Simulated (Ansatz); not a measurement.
**CHN+ (doublet): from Hartree-Fock to the top rungs, def2-QZVPP**

An exercise on one series of results from a longer session: the logs are not shown, and one member is left open.

Method: def2-QZVPP, core rule «outside noble gas», up to 2 orbitals frozen; program: Ansatz 0.2.0, Gaussian basis.

To be run: UHF; ROHF; CCSD(T) on UHF.

2 further runs of the same task are left out: 1 that didn't finish, 1 set aside as unsound or not needed. Runs told in other sessions of the task aren't counted.

### The geometry

The geometry is a PBE0/def2-TZVP stationary point (not a proven minimum) of the parent state, kept for this charge and spin.

3 atoms, charge 1, spin multiplicity 2.

Atoms are counted from 1 here; the program's logs count them from 0.

Bond lengths: N1–C2 1.249 Å, N1–H3 1.037 Å. Angles: C2–N1–H3 113.1°.

Geometry (Å):

```csv
atom,x (Å),y (Å),z (Å)
N1,0.00000,-0.12369,0.52657
C2,0.00000,0.08127,-0.70512
H3,0.00000,0.75043,1.08481
```

Set-up of the first run:

Contents of in.yaml:

```yaml
crystal:
  periodic: [false, false, false]
  atoms:
    - {symbol: N, position_ang: [0.000000, -0.123686, 0.526574]}
    - {symbol: C, position_ang: [0.000000, 0.081265, -0.705120]}
    - {symbol: H, position_ang: [0.000000, 0.750434, 1.084807]}
basis:
  gaussian: {orbitals: "def2-QZVPP.json"}
total_charge: 1
magnetization: {spin_polarized: true, initial_magnetization: 1}
hamiltonian: {xc: hf}
output: {orbitals: {seedname: orbitals}}
```

Command:

```bash
$ ansatz run in.yaml --threads 1 --pin off --events-out ev --progress --plain --max-ram 2393MiB
```

Steps of the session up to this table: UHF; ROHF; CCSD(T) on UHF.

One of the session's tables, all rows but one given; the rest of the session is left out.

It belongs to the step «Misses and costs». 

```
  method  from UCCSD(T) (meV)
    ROHF              +9887.1
     UHF              +9292.4
    UMP2                    ?
   UCCSD               +537.2
UCCSD(T)                    0
```

**Question.** Estimate the row for UMP2.

As computed: from UCCSD(T) (meV): +1708.0. In the column «from UCCSD(T) (meV)» it lies between UCCSD (+537.2) and UHF (+9292.4).

The program flags UCCSD(T) as in doubt (see the logs), so the zero of the table is itself unsure.

To keep in mind: The determinant of HF (⟨S²⟩ 1.39) is far from a pure spin state, so its energy mixes those of several spin states; that is harmless only where they are near-degenerate. The determinant of CCSD(T) (⟨S²⟩ 1.39) is far from a pure spin state, so its energy mixes those of several spin states; high orders of coupled cluster remove much of that, low ones don't. The program flags UCCSD(T) as in doubt, so the zero of the table is itself unsure.
